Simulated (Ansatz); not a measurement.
# CH2NSi−: one structure at several levels

One table from this session's results is given with a row withheld; the runs are named, their logs left out.

Program: Ansatz 0.2.0, Gaussian basis. Level of theory: single points in def2-TZVPPD. These are calculated values, not measurements.

Cores are frozen in the correlated methods.

**Starting geometry**

SMILES `C#[Si][NH-]`, 5 atoms, charge -1, spin multiplicity 1.

Atoms are counted from 1 here; the program's logs count them from 0.

Bond lengths: C1–Si2 1.699 Å, C1–H4 1.110 Å, Si2–N3 1.613 Å, N3–H5 0.916 Å. Angles: Si2–C1–H4 116.6°, C1–Si2–N3 165.5°, Si2–N3–H5 123.2°.

Coordinates:

```
C    -1.3814   -0.4788   -0.7562
Si   -0.0228    0.0645    0.1070
N     1.3144    0.1840    1.0004
H    -2.1203    0.2936   -1.0568
H     2.1411   -0.0756    0.7033
```

Set-up of the first run:

File run/in.yaml:

```yaml
crystal:
  periodic: [false, false, false]
  atoms:
    - {symbol: C, position_ang: [-1.381400, -0.478800, -0.756200]}
    - {symbol: Si, position_ang: [-0.022800, 0.064500, 0.107000]}
    - {symbol: N, position_ang: [1.314400, 0.184000, 1.000400]}
    - {symbol: H, position_ang: [-2.120300, 0.293600, -1.056800]}
    - {symbol: H, position_ang: [2.141100, -0.075600, 0.703300]}
basis:
  gaussian: {orbitals: "def2-TZVPPD.json"}
total_charge: -1
correlation: {method: ccsd_t}
output: {forces: true}
```

The basis file named in the input lies beside it (Basis Set Exchange, JSON).

The command line of these runs was not kept.

Among the steps run: CCSD(T)/def2-TZVPPD; PBE0-D4/def2-TZVPPD; wB97M-V/def2-TZVPPD; r2SCAN-D4/def2-TZVPPD; PBE-D4/def2-TZVPPD; wB97X-V/def2-TZVPPD; revPBE-D4/def2-TZVPPD.

One table of the session follows, with a row left open; its other results are not shown here.

```
   method  RMS force component (eV/Å)  angle to CCSD(T) forces (°)
  CCSD(T)                       2.065                    reference
  PBE0-D4                       2.101                          6.4
  wB97M-V                       2.096                          8.4
r2SCAN-D4                       2.082                          4.0
   PBE-D4                       2.163                          3.2
  wB97X-V                       2.140                          9.2
revPBE-D4                           ?                            ?
```

**Question.** Estimate the row for revPBE-D4.

The run gave: RMS force component (eV/Å): 2.163; angle to CCSD(T) forces (°): 3.7.
